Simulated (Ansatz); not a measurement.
Ansatz (a quantum-chemistry and plane-wave program) input (HF/3-21G): The .json file is the Basis Set Exchange's 3-21G.

Ansatz 0.2 input:
```yaml
crystal:
  periodic: [false, false, false]
  atoms:
    - {symbol: N, position_ang: [-0.00000000, -0.00000000, -0.54544247]}
    - {symbol: N, position_ang: [0.00000000, 0.00000000, 0.54544247]}
basis:
  gaussian:
    orbitals: 3-21G.json
hamiltonian:
  xc: {name: HF}
relax: {f_tol: 0.003, max_steps: 120}
```

Q: Predict the final energy.

A: -108.30095 Eh.
